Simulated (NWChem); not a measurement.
**Spin states of B**

```xyz
1

B      0.0000     0.0000     0.0000
```
Charge 0, spin multiplicity 2.

Program: NWChem.

Basis set: def2-TZVP. The gap is E(quartet) − E(doublet), so a negative value puts the higher spin lower. Open shells are unrestricted. The quartet is the single determinant that the SCF runs reached, with unpaired electrons in orbitals of symmetry ag and b1u and b2u (D2h labels); it need not be the lowest quartet, which in molecules with degenerate π orbitals can need several determinants. Where the lowest doublet needs several determinants, the single determinant used here isn't a pure state and places it wrongly.

B3LYP has NWChem's definition, with VWN1-RPA local correlation. No SCF solution was tested for a lower state. Open-shell Hartree-Fock references start from PBE0 orbitals.

Q: For the vertical doublet-quartet gap, B3LYP gives 83.0 kcal/mol and PBE gives 75.4 kcal/mol. What do BP86, LDA (SVWN5), HF give?

A: BP86: 78.3 kcal/mol; LDA (SVWN5): 75.7 kcal/mol; HF: 50.5 kcal/mol.
